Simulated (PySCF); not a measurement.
**Functional dependence of a UV spectrum**

Species: CH₃Cl.
SMILES: `CCl`

Linear-response calculations in the def2-SVPD basis (PySCF; singlets by full response, triplets Tamm–Dancoff, core orbitals frozen in the response; HF means time-dependent Hartree–Fock). 'Strongest' is the level of largest summed f among the singlets computed (10 roots, of which the last may lack a degenerate partner); it can jump between rows when another state enters that window. S1 is the lowest singlet of each run and needn't be the same state throughout; f(S1) is that of one state. Isolated species at its PBE0-D3(BJ)/def2-SVP geometry, gas phase.

```
functional                               kind  S1 (eV)  f(S1)  strongest (eV)  T1 (eV)  HOMO (eV)  gap (eV)  ionisation energy, ΔSCF (eV)
       LDA                                LDA     6.88  0.004            8.79     6.33      -7.20      6.57                   not settled
       PBE                                GGA     6.86  0.003            8.71     6.28      -7.13      6.60                         11.19
      PBE0  global hybrid, 25% exact exchange     7.35  0.004            9.46     6.64      -8.55      8.94                         11.34
 BHandHLYP  global hybrid, 50% exact exchange     7.62  0.004            9.88     6.90      -9.83     10.87                         11.31
 CAM-B3LYP             range-separated hybrid     7.37  0.004            9.56     6.68      -9.95     11.13                         11.42
   wB97X-D             range-separated hybrid     7.51  0.005            9.78     6.84     -10.45     12.59                         11.44
   LC-wPBE             range-separated hybrid     7.68  0.003           10.18     6.88     -11.41     13.75                         11.51
        HF                       Hartree–Fock     8.31  0.004           10.61     7.43     -11.90     14.57                   not settled
```

Question: What does B3LYP (global hybrid, 20% exact exchange) give?

Answer: S1 (eV) 7.16, f(S1) 0.004, strongest (eV) 9.18, T1 (eV) 6.53, HOMO (eV) -8.28, gap (eV) 8.36, ionisation energy, ΔSCF (eV) 11.36. S1 runs from 6.86 eV (PBE) to 8.31 eV (HF), a spread of 1.45 eV, while the orbital gap spreads over 8.0 eV. Along PBE (0%), B3LYP (20%), PBE0 (25%), BHandHLYP (50%), HF (100%) S1 rises with the share of exact exchange. −ε(HOMO) comes closest to its own ΔSCF ionisation energy with LC-wPBE (-0.10 eV) and misses most with PBE (-4.05 eV). 'Not settled' means that the ion's SCF failed to converge or may have ended in another state than the lowest.
